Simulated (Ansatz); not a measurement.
# CH6AlN: a nudged elastic band in two tries

Wanted: a band of images between two relaxed ends, and a check that the input is sound.

All numbers below are computed with Ansatz 0.2.0 (RKS BHLYP-D4/def2-mTZVP).

### Step 1. The starting structure

Bond lengths: Al1–H2 1.575 Å, Al1–C3 1.948 Å, C3–H4 1.087 Å, C3–H5 1.085 Å, C3–H6 1.087 Å, Al1–N7 1.766 Å, N7–H8 1.003 Å, N7–H9 1.003 Å. Angles: H2–Al1–C3 123.7°, H2–Al1–N7 116.6°, C3–Al1–N7 119.7°, Al1–C3–H4 111.6°, Al1–C3–H5 112.6°, Al1–C3–H6 111.7°, H4–C3–H5 107.2°, H4–C3–H6 106.1°, H5–C3–H6 107.3°, Al1–N7–H8 124.6°, Al1–N7–H9 125.6°, H8–N7–H9 109.8°.

As a file:

```xyz
9

Al    0.1412   -0.2218    0.4718
H    -0.2793   -0.7230    1.9046
C     1.9855    0.1177   -0.0567
H     2.5873   -0.7865   -0.0141
H     2.0651    0.5080   -1.0663
H     2.4685    0.8326    0.6042
N    -1.1640    0.0349   -0.6893
H    -2.1360   -0.1166   -0.4959
H    -1.0511    0.3546   -1.6327
```

### Step 2. The run

input.yaml reads:

```yaml
crystal:
  periodic: [false, false, false]
  atoms:
    - { symbol: Al, position_ang: [0.14122, -0.221794, 0.471849] }
    - { symbol: H, position_ang: [-0.279304, -0.723037, 1.904574] }
    - { symbol: C, position_ang: [1.985533, 0.117729, -0.05669] }
    - { symbol: H, position_ang: [2.58729, -0.786514, -0.014147] }
    - { symbol: H, position_ang: [2.065098, 0.507979, -1.066277] }
    - { symbol: H, position_ang: [2.468494, 0.832605, 0.604201] }
    - { symbol: "N", position_ang: [-1.163994, 0.034917, -0.689279] }
    - { symbol: H, position_ang: [-2.135969, -0.116571, -0.495907] }
    - { symbol: H, position_ang: [-1.051067, 0.354587, -1.632723] }
magnetization:
  spin_polarized: true
  initial_magnetization: 1
basis:
  gaussian: { orbitals: def2-mTZVP }
hamiltonian:
  xc: { name: BHLYP }
  dispersion: d4
neb:
  order_check: false
  images: 7
  f_tol: 0.03
  max_iterations: 8
  final_atoms:
    - { symbol: Al, position_ang: [-1.62967305, -0.3988232, 0.95842978] }
    - { symbol: H, position_ang: [1.81777909, -0.02766429, 1.36720464] }
    - { symbol: C, position_ang: [2.06644923, 0.12173173, 0.32480136] }
    - { symbol: H, position_ang: [1.74317011, -0.7361611, -0.249876] }
    - { symbol: H, position_ang: [1.57672149, 1.0156597, -0.03846042] }
    - { symbol: H, position_ang: [3.13744313, 0.23554638, 0.22593173] }
    - { symbol: "N", position_ang: [-1.40982711, -0.12902, -0.80311951] }
    - { symbol: H, position_ang: [-2.14755072, -0.12920444, -1.48806033] }
    - { symbol: H, position_ang: [-0.53721118, 0.04783621, -1.27125025] }
  initial_path:
    images:
      - { positions_ang: [[0.14122, -0.221794, 0.471849], [-0.279304, -0.723037, 1.904574], [1.985533, 0.117729, -0.05669], [2.58729, -0.786514, -0.014147], [2.065098, 0.507979, -1.066277], [2.468494, 0.832605, 0.604201], [-1.163994, 0.034917, -0.689279], [-2.135969, -0.116571, -0.495907], [-1.051067, 0.354587, -1.632723]] }
      - { positions_ang: [[0.10586904, -0.16635316, 0.35366796], [0.04533956, -0.5426591, 1.78689679], [2.02261186, 0.08812285, 0.05557381], [2.55636608, -0.85158059, 0.04482478], [2.04859497, 0.50804567, -0.94590428], [2.57699847, 0.75863836, 0.69964696], [-1.28830645, 0.02646449, -0.7578866], [-2.18458259, -0.2912514, -0.58868557], [-1.26558994, 0.47047389, -1.62253285]] }
      - { positions_ang: [[0.07051809, -0.11091232, 0.23548692], [0.36998311, -0.36228121, 1.66921958], [2.05969073, 0.0585167, 0.16783763], [2.52544216, -0.91664719, 0.10379656], [2.03209193, 0.50811233, -0.82553157], [2.68550294, 0.68467172, 0.79509292], [-1.41261889, 0.01801198, -0.82649421], [-2.23319618, -0.4659318, -0.68146414], [-1.48011288, 0.58636078, -1.6123427]] }
      - { positions_ang: [[0.03516713, -0.05547148, 0.11730587], [0.69462667, -0.18190331, 1.55154238], [2.09676959, 0.02891055, 0.28010144], [2.49451824, -0.98171378, 0.16276834], [2.0155889, 0.508179, -0.70515885], [2.79400741, 0.61070508, 0.89053888], [-1.53693134, 0.00955947, -0.89510181], [-2.28180978, -0.64061219, -0.7742427], [-1.69463582, 0.70224766, -1.60215254]] }
      - { positions_ang: [[-0.00018382, -3.063e-05, -0.00087517], [1.01927022, -0.00152542, 1.43386517], [2.13384846, -0.0006956, 0.39236526], [2.46359431, -1.04678038, 0.22174012], [1.99908586, 0.50824566, -0.58478613], [2.90251188, 0.53673844, 0.98598484], [-1.66124378, 0.00110696, -0.96370942], [-2.33042337, -0.81529259, -0.86702127], [-1.90915877, 0.81813455, -1.59196239]] }
      - { positions_ang: [[-0.40755613, -0.09972877, 0.23895107], [1.21889744, -0.00806013, 1.41720004], [2.11699865, 0.02991124, 0.37547428], [2.28348826, -0.96912556, 0.10383609], [1.89349477, 0.63509917, -0.44820471], [2.96124469, 0.46144043, 0.79597156], [-1.59838962, -0.03142478, -0.92356194], [-2.28470521, -0.64377055, -1.02228104], [-1.56617187, 0.62555997, -1.51178436]] }
      - { positions_ang: [[-0.81492843, -0.19942692, 0.47877731], [1.41852466, -0.01459485, 1.4005349], [2.10014884, 0.06051807, 0.35858331], [2.10338221, -0.89147074, -0.01406794], [1.78790368, 0.76195268, -0.31162328], [3.01997751, 0.38614241, 0.60595829], [-1.53553545, -0.06395652, -0.88341446], [-2.23898704, -0.47224852, -1.1775408], [-1.22318497, 0.43298538, -1.43160632]] }
      - { positions_ang: [[-1.22230074, -0.29912506, 0.71860354], [1.61815187, -0.02112957, 1.38386977], [2.08329904, 0.0911249, 0.34169234], [1.92327616, -0.81381592, -0.13197197], [1.68231258, 0.88880619, -0.17504185], [3.07871032, 0.31084439, 0.41594501], [-1.47268128, -0.09648826, -0.84326699], [-2.19326888, -0.30072648, -1.33280057], [-0.88019807, 0.2404108, -1.35142829]] }
      - { positions_ang: [[-1.62967305, -0.3988232, 0.95842978], [1.81777909, -0.02766429, 1.36720464], [2.06644923, 0.12173173, 0.32480136], [1.74317011, -0.7361611, -0.249876], [1.57672149, 1.0156597, -0.03846042], [3.13744313, 0.23554638, 0.22593173], [-1.40982711, -0.12902, -0.80311951], [-2.14755072, -0.12920444, -1.48806033], [-0.53721118, 0.04783621, -1.27125025]] }
```

Run with:

```bash
ansatz run input.yaml --threads 2 --pin off --max-ram 3072MiB --backend cpu --events-out ev --progress --plain --runs-dir out
```

What does the calculation give? Wanted: first try.

**Answer**, as computed:

| quantity | value |
| --- | --- |
| first try | refused |
| cause | the number of unpaired electrons doesn't fit the number of electrons: even goes with even, odd with odd |

The fault in the first input was caught at the input check and cost nothing.
